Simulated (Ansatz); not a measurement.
# A saddle search, step by step

BSiNH$_{8}$, closed shell, PBE0-D4/pcseg-2 (Ansatz 0.2.0). Settings; a guess of the unstable mode was typed too, and convergence needs a confirmed negative curvature besides the force tolerance:

```yaml
hamiltonian: {xc: pbe0, dispersion: d4}
saddle:
  f_tol: 0.02
  max_steps: 40
```

Start:

```
atom    x (Å)    y (Å)    z (Å)
  B1  -0.7424  -0.3376  -0.1911
  N2  -0.9904   1.1095  -0.6984
  H3  -0.5392  -1.0758  -1.1548
  H4  -1.4609  -0.6858   0.7416
  H5   0.0087   0.6905  -0.2090
 Si6   1.1981  -0.5822   0.6481
  H7  -1.6126   1.7746  -0.2037
  H8  -0.9414   1.2686  -1.6901
  H9   2.4939  -0.3643  -0.2480
 H10   1.4506   0.1342   1.9640
 H11   1.0133  -2.0098   0.9406
```

```json
{"step": "1", "energy less the last (meV)": "253.6", "largest force component (eV/Å)": "2.642"}
{"step": "2", "energy less the last (meV)": "30.6", "largest force component (eV/Å)": "0.821"}
{"step": "3", "energy less the last (meV)": "8.0", "largest force component (eV/Å)": "0.292"}
{"step": "4", "energy less the last (meV)": "4.0", "largest force component (eV/Å)": "0.171"}
{"step": "5", "energy less the last (meV)": "2.3", "largest force component (eV/Å)": "0.092"}
{"step": "6", "energy less the last (meV)": "0.8", "largest force component (eV/Å)": "0.068"}
{"step": "7", "energy less the last (meV)": "0.4", "largest force component (eV/Å)": "0.050"}
{"step": "8", "energy less the last (meV)": "0.2", "largest force component (eV/Å)": "0.026"}
{"step": "9", "energy less the last (meV)": "0.1", "largest force component (eV/Å)": "0.014"}
{"step": "10", "energy less the last (meV)": "0.0", "largest force component (eV/Å)": "0.004"}
```

Step 2, positions (Å) and forces (eV/Å):

```
atom       x       y       z      Fx      Fy      Fz
  B1  -0.737  -0.343  -0.218  -0.270  -0.821  -0.112
  N2  -0.985   1.120  -0.724  -0.189   0.618  -0.284
  H3  -0.582  -1.102  -1.142  -0.071  -0.028   0.152
  H4  -1.402  -0.690   0.720  -0.092   0.018  -0.090
  H5   0.073   0.719  -0.131   0.271   0.771  -0.224
 Si6   1.198  -0.572   0.669   0.558   0.251  -0.093
  H7  -1.605   1.743  -0.235   0.047  -0.161   0.235
  H8  -1.004   1.301  -1.718   0.202  -0.228   0.206
  H9   2.430  -0.370  -0.213  -0.490  -0.088   0.321
 H10   1.480   0.129   1.972  -0.063  -0.127  -0.204
 H11   1.011  -2.013   0.920   0.096  -0.206   0.093
```

Step 4, positions (Å) and forces (eV/Å):

```csv
atom,x,y,z,Fx,Fy,Fz
B1,-0.747,-0.332,-0.237,-0.047,0.171,-0.133
N2,-0.992,1.145,-0.734,-0.023,-0.019,0.092
H3,-0.586,-1.115,-1.128,-0.021,-0.073,-0.043
H4,-1.402,-0.665,0.707,-0.060,-0.013,0.048
H5,0.138,0.705,-0.129,-0.052,0.047,-0.029
Si6,1.212,-0.566,0.669,0.041,0.010,0.106
H7,-1.642,1.716,-0.221,0.052,-0.052,0.005
H8,-1.017,1.309,-1.725,0.031,-0.032,-0.002
H9,2.408,-0.382,-0.192,0.076,0.008,-0.058
H10,1.481,0.120,1.966,-0.015,-0.007,-0.013
H11,1.024,-2.014,0.922,0.018,-0.040,0.026
```

Step 6, positions (Å) and forces (eV/Å):

| atom | x | y | z | Fx | Fy | Fz |
| --- | --- | --- | --- | --- | --- | --- |
| B1 | -0.753 | -0.329 | -0.246 | -0.068 | -0.033 | -0.011 |
| N2 | -0.993 | 1.146 | -0.731 | 0.019 | -0.030 | -0.013 |
| H3 | -0.601 | -1.123 | -1.135 | -0.013 | 0.018 | 0.009 |
| H4 | -1.412 | -0.658 | 0.702 | 0.018 | 0.002 | -0.013 |
| H5 | 0.138 | 0.703 | -0.128 | -0.002 | 0.027 | -0.008 |
| Si6 | 1.217 | -0.566 | 0.670 | 0.039 | -0.019 | 0.003 |
| H7 | -1.643 | 1.711 | -0.214 | -0.004 | 0.004 | 0.015 |
| H8 | -1.012 | 1.313 | -1.722 | 0.015 | 0.012 | 0.004 |
| H9 | 2.420 | -0.383 | -0.193 | -0.009 | 0.000 | 0.012 |
| H10 | 1.478 | 0.123 | 1.965 | 0.000 | 0.012 | 0.001 |
| H11 | 1.038 | -2.016 | 0.932 | 0.006 | 0.007 | 0.001 |

Last step (10):

```xyz
11
angstrom
B -0.7602 -0.3349 -0.2550
N -0.9972 1.1428 -0.7268
H -0.6107 -1.1245 -1.1462
H -1.4148 -0.6662 0.6945
H 0.1336 0.6961 -0.1224
Si 1.2207 -0.5662 0.6686
H -1.6471 1.7066 -0.2087
H -0.9928 1.3314 -1.7133
H 2.4226 -0.3939 -0.1964
H 1.4819 0.1427 1.9537
H 1.0417 -2.0122 0.9511
```

The run took about 4.7 min on 2 CPU threads of an Arm Neoverse V1 (shared host).
